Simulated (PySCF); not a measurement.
These 2 structures share the formula C3H6O2S. Computed with PBE0-D3(BJ)/def2-SVP geometry optimisation, gas phase in PySCF. Energies are electronic, without zero-point or thermal terms, for one conformer each. No frequencies were run at this level. Point groups hold within 0.08 Å.

Task: Order them by energy at this level, lowest first, and give relative energies in kcal/mol.
A. `[O:1]=[S:2]1(=[O:3])[CH2:4][CH2:5][CH2:6]1` with O1–S2–C4–C5 126°, S2–C4–C5–C6 -17°, C4–C5–C6–S2 17°, O1–S2–C6–C5 -126°
B. `[CH3:1][O:2][C:3](=[S:4])[O:5][CH3:6]` with C1–O2–C3–S4 0°, O2–C3–O5–C6 0°

Result: B (0.0), A (41.9).

As drawn, the lower has a C=S bond, which the higher lacks; the higher has a four-membered ring and an S=O bond, which the lower lacks.

```csv
SMILES,E (Eh),E rel (kcal/mol),dipole (D),point group,"A, B, C (MHz)"
COC(=S)OC,-665.79555,0.0,4.11,Cs,"3938, 2560, 1583"
O=S1(=O)CCC1,-665.72883,41.9,4.75,Cs,"4965, 2852, 2682"
```
